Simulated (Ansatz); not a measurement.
## Lutetium, hcp: convergence with Methfessel-Paxton smearing

Computed with Ansatz, r²SCAN, scalar-relativistic PAW, on the relaxed cell (a = 3.505 Å, c = 5.470 Å (c/a = 1.561); spin not included). Errors count from a run at 500 eV on a Γ-centred 17×17×10 mesh with Fermi-Dirac smearing of 0.1 eV, extrapolated to zero width. Fixed here: cutoff 500 eV, mesh 10×10×6. The SCF starts from atomic densities corrected by a trained network.

```json
{"width (eV)": "0.01", "E(σ→0) error (meV/atom)": "2.7", "F error (meV/atom)": "2.7", "P (GPa)": "-0.46", "SCF iterations": "9"}
{"width (eV)": "0.03", "E(σ→0) error (meV/atom)": "2.6", "F error (meV/atom)": "2.5", "P (GPa)": "-0.38", "SCF iterations": "9"}
{"width (eV)": "0.1", "E(σ→0) error (meV/atom)": "2.1", "F error (meV/atom)": "2.1", "P (GPa)": "-0.30", "SCF iterations": "9"}
{"width (eV)": "0.2", "E(σ→0) error (meV/atom)": "2.3", "F error (meV/atom)": "1.8", "P (GPa)": "-0.21", "SCF iterations": "9"}
{"width (eV)": "0.3", "E(σ→0) error (meV/atom)": "1.8", "F error (meV/atom)": "0.0", "P (GPa)": "-0.14", "SCF iterations": "9"}
{"width (eV)": "1.0", "E(σ→0) error (meV/atom)": "-24.1", "F error (meV/atom)": "-37.7", "P (GPa)": "0.20", "SCF iterations": "10"}
```

Problem. What does the run at 0.6 give (width)?

Solution. E(σ→0) error (meV/atom): -3.9; F error (meV/atom): -12.9; P (GPa): 0.03; SCF iterations: 9.
